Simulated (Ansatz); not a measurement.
C$_{2}$H$_{5}$S, SMILES `[CH2]SC` radical: the same geometry under several functionals.

```yaml
crystal:
  periodic: [false, false, false]
  atoms:
    - {symbol: C, position_ang: [-0.766691, 1.107137, -0.688234]}
    - {symbol: S, position_ang: [0.844292, 0.622167, -0.483127]}
    - {symbol: C, position_ang: [0.650112, -0.872708, 0.489324]}
    - {symbol: H, position_ang: [-1.572498, 0.620632, -0.157686]}
    - {symbol: H, position_ang: [-0.947557, 1.994658, -1.276152]}
    - {symbol: H, position_ang: [0.157482, -0.650834, 1.436980]}
    - {symbol: H, position_ang: [1.649012, -1.260545, 0.687952]}
    - {symbol: H, position_ang: [0.077847, -1.617607, -0.064758]}
basis:
  gaussian: {orbitals: def2-TZVPP}
magnetization: {spin_polarized: true, initial_magnetization: 1}
hamiltonian: {xc: {name: r2SCANh}, dispersion: d4}
output: {orbitals: {seedname: orbitals}}
```

```sh
$ ansatz run in.yaml --threads 2 --pin off --events-out ev --progress --plain
```

It prints (some lines left out):

```
Functional definition: r2SCANh
939 factors; their error is unknown
mean field evaluation 1: about -12978.9757 eV, gradient 4.5e1 eV
mean field evaluation 2: about -12969.4091 eV, gradient 6.0e1 eV
mean field evaluation 4: about -12988.4168 eV, gradient 4.0e0 eV
mean field evaluation 8: about -12988.5049 eV, gradient 2.3e-1 eV
mean field evaluation 16: about -12988.4949 eV, gradient 4.6e-3 eV
mean field -12988.49489737 eV, -477.3183835604 hartree, gradient 5.0e-5 eV, S^2 0.759292; 0 other end points of the search recorded, 0 dependent functions left out
reference -12988.49490810 eV, -477.3183839545 hartree; 17, 16 occupied and 157, 158 virtual orbitals, 939 factors
Total energy: -12988.52613513 eV, -477.3195315269 hartree
```

Run time 6.5 s (2 threads of a server CPU on a shared host); peak host memory 0.42 GiB.

With the line `hamiltonian: {xc: {name: LC-wPBE}, dispersion: d4}` (abridged; 3.3 s):

```
WARN the engine holds no damping parameters fitted to this dispersion correction and functional, so the run takes those fitted to pbe0 (hamiltonian.dispersion, under Limitations)
Functional definition: LC-wPBE
mean field evaluation 16: about -12986.2332 eV, gradient 3.5e-4 eV
mean field -12986.23319236 eV, -477.2352674341 hartree, gradient 2.9e-5 eV, S^2 0.758931
Total energy: -12986.33834054 eV, -477.2391315584 hartree
```

The same input with `hamiltonian: {xc: lda}` (abridged; 1.3 s):

```
Functional definition: SPW92
mean field evaluation 16: about -12932.5384 eV, gradient 1.1e-4 eV
mean field -12932.53837152 eV, -475.2620191641 hartree, gradient 2.1e-5 eV, S^2 0.752039
Total energy: -12932.53840363 eV, -475.2620203438 hartree
```

The same input with `hamiltonian: {xc: {name: r2SCAN0}, dispersion: d4}` (abridged; 6.5 s):

```
Functional definition: r2SCAN0
mean field evaluation 16: about -12988.3260 eV, gradient 3.4e-4 eV
mean field -12988.32600108 eV, -477.3121767362 hartree, gradient 3.5e-5 eV, S^2 0.760805
Total energy: -12988.36051815 eV, -477.3134452151 hartree
```

Changing it to `hamiltonian: {xc: {name: B97M-V}}` (abridged; 12 s):

```
Functional definition: B97M-V
mean field evaluation 16: about -12987.9123 eV, gradient 5.0e-4 eV
mean field -12987.91227534 eV, -477.2969725957 hartree, gradient 2.9e-5 eV, S^2 0.755808
Total energy: -12987.91232653 eV, -477.2969744768 hartree
```

The same input with `hamiltonian: {xc: {name: B3LYP}, dispersion: d4}` and forces (abridged; 4.1 s):

```
Functional definition: B3LYP
mean field evaluation 16: about -12991.3339 eV, gradient 1.5e-4 eV
mean field -12991.33392500 eV, -477.4227159012 hartree, gradient 2.7e-5 eV, S^2 0.755643
Total energy: -12991.54008689 eV, -477.4302922112 hartree
Atom 0 force    -0.249795     0.106467    -0.040674 eV/Å
Atom 1 force     0.207826     0.178318    -0.129519 eV/Å
Atom 2 force     0.012696    -0.270529     0.174010 eV/Å
Atom 3 force     0.049688     0.047045    -0.046569 eV/Å
Atom 4 force    -0.005158    -0.064447     0.044822 eV/Å
Atom 5 force     0.021903    -0.031998    -0.049866 eV/Å
Atom 6 force    -0.064891     0.004492    -0.000050 eV/Å
Atom 7 force     0.027732     0.030652     0.047846 eV/Å
Dipole moment:    -0.054274    -0.228802     0.175454 e Å
```

LC-ωPBE has ω = 0.4 bohr⁻¹; the program lends it PBE0's D4 damping.

B3LYP takes the VWN-RPA correlation (the form of Gaussian; ORCA's B3LYP/G).
